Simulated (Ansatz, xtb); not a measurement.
## Relative energy of two isomers of C4H6FN

Structure I: `CC(C)(F)C#N`, a singlet. Structure II: `C[C@@H](C#N)CF`, a singlet. Both are isolated molecules in the gas phase, relaxed with r2SCAN-D4/def2-SVP, each in the lowest conformer that the search found.

Q: Which of the two would you expect CCSD(T)/def2-SVP + ΔMP2/def2-TZVPP electronic energies to favour?

A: Structure I; the calculation gives E(II) − E(I) = +1.83 kcal/mol.

The same difference at several levels:

```json
{"level": "GFN2-xTB", "geometry": "GFN2-xTB", "E(II) − E(I) (kcal/mol)": "−0.82", "departure from the last row (kcal/mol)": "−2.65", "job, with rough time for the two": "optimisation, 0.084 s"}
{"level": "HF/STO-3G", "geometry": "GFN2-xTB", "E(II) − E(I) (kcal/mol)": "+2.36", "departure from the last row (kcal/mol)": "+0.52", "job, with rough time for the two": "single point, 0.32 s"}
{"level": "r2SCAN-D4/def2-SVP//GFN2-xTB", "geometry": "GFN2-xTB", "E(II) − E(I) (kcal/mol)": "+2.66", "departure from the last row (kcal/mol)": "+0.82", "job, with rough time for the two": "single point, 4.4 s"}
{"level": "r2SCAN-D4/def2-SVP", "geometry": "r2SCAN-D4/def2-SVP", "E(II) − E(I) (kcal/mol)": "+2.32", "departure from the last row (kcal/mol)": "+0.49", "job, with rough time for the two": "optimisation, 37 s"}
{"level": "HF/def2-SVP", "geometry": "r2SCAN-D4/def2-SVP", "E(II) − E(I) (kcal/mol)": "+0.27", "departure from the last row (kcal/mol)": "−1.57", "job, with rough time for the two": "part of the CCSD(T) run"}
{"level": "MP2/def2-SVP", "geometry": "r2SCAN-D4/def2-SVP", "E(II) − E(I) (kcal/mol)": "+2.01", "departure from the last row (kcal/mol)": "+0.18", "job, with rough time for the two": "part of the CCSD(T) run"}
{"level": "CCSD(T)/def2-SVP", "geometry": "r2SCAN-D4/def2-SVP", "E(II) − E(I) (kcal/mol)": "+2.04", "departure from the last row (kcal/mol)": "+0.20", "job, with rough time for the two": "single point"}
{"level": "CCSD(T)/def2-SVP + ΔMP2/def2-TZVPP", "geometry": "r2SCAN-D4/def2-SVP", "E(II) − E(I) (kcal/mol)": "+1.83", "departure from the last row (kcal/mol)": "", "job, with rough time for the two": "single point, 52 s"}
```

As drawn, both hold the same kinds of bond in the same numbers. Structure I has 2 methyl groups, II 1.

GFN2-xTB puts the two in the other order. HF/def2-SVP finds them nearly level. The largest departure from CCSD(T)/def2-SVP + ΔMP2/def2-TZVPP is that of GFN2-xTB, 2.65 kcal/mol. The last row adds to CCSD(T) the change of the MP2 difference between the two basis sets, here −0.20 kcal/mol.

With thermal terms from frequencies at re-optimised GFN2-xTB minima (ideal gas, soft modes damped towards free rotors, one conformer each, 298.15 K, 1 atm): the zero-point term adds +0.61 kcal/mol; ΔH is +2.30 and ΔG +2.25 kcal/mol.

The correlated steps freeze 6 core orbitals. Mirror images aren't counted in ΔG. Programs: Ansatz 0.2.0, xtb 6.7.1; the last row on 2 threads of Arm Neoverse V2 on a shared host.
